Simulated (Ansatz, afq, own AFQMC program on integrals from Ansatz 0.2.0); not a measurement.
**NaH$_{2}$⁻, singlet → NaH2⁻, triplet**

```
atom   x (Å)   y (Å)    z (Å)
  Na  0.0000  0.0000   0.0000
   H  0.0000  0.0000  -2.0658
   H  0.0000  0.0000   2.0658
```

E(triplet, charge -1) − E(singlet, charge -1) at this geometry, on RHF and UHF determinants.

Basis aug-cc-pVDZ. Only valence electrons are correlated. AFQMC by an in-house program on the Cholesky factors that Ansatz 0.2.0 writes for its CCSD(T) run. The CISD trial takes its coefficients from CCSD amplitudes. Released means that phaseless walkers are propagated on without the constraint, phases kept. ± is one standard error of the sampling. The errors of all members are added in quadrature.

Full CI on the same integrals is exact in this basis and with this determinant's frozen core.

Errors are counted within aug-cc-pVDZ, not against nature.

Cautions: NaH₂⁻ (triplet): another spin lies lower, at this level and basis the anion state lies above a neutral one, the search met a lower determinant of the same kind, perhaps of another symmetry (220 meV lower), and this one is a saddle point, strong correlation (T1 0.078, weight of the determinant 0.85, largest double 0.14), unrestricted determinant spin contaminated (⟨S²⟩ 2.24 against 2.00), the CCSD(T) amplitudes may be one of several solutions (largest double 0.14), the CCSDT(Q) amplitudes may be one of several solutions (largest double 0.31), the released energy hasn't reached full CI (52 meV above it at 2.40 1/Eh), so no released level is given (meV from the phaseless value at times in 1/Eh: -2 ± 4 at 0.24, -8 ± 4 at 0.51, -13 ± 5 at 0.99, -7 ± 5 at 1.62, -9 ± 5 at 2.40), its ph-AFQMC/CISD value lies 61 ± 4 meV above full CI.

| level | vertical spin gap (eV) |
| --- | --- |
| MP2 | 2.894 |
| CCSD | 2.843 |

(1) From these cheaper values, estimate the vertical spin gap at the reference level in aug-cc-pVDZ.

(1) 2.757 eV (full CI in aug-cc-pVDZ).

```
        level  vertical spin gap (eV)  error against FCI (eV)
           HF                   2.164                  -0.594
      CCSD(T)                   2.803                   0.046
        CCSDT                   2.757                  -0.001
     CCSDT(Q)                   2.757                   0.000
ph-AFQMC/CISD           2.817 ± 0.005           0.060 ± 0.005
```

Correlation beyond CCSD(T) takes off 0.046 eV. The perturbative (T) step is worth −0.040 eV. Where the cautions show a poor determinant, the low rows tell how each method copes with it, not its usual error.

CCSDT and higher add their correlation energy to the determinant of the CCSD(T) run, since their own runs factorise the integrals more tightly (a shift of under 2 meV). A walk keeps the symmetry of its determinant, which the program's search chose and which needn't be the lowest solution, so a lower state of the same spin and another symmetry isn't excluded.
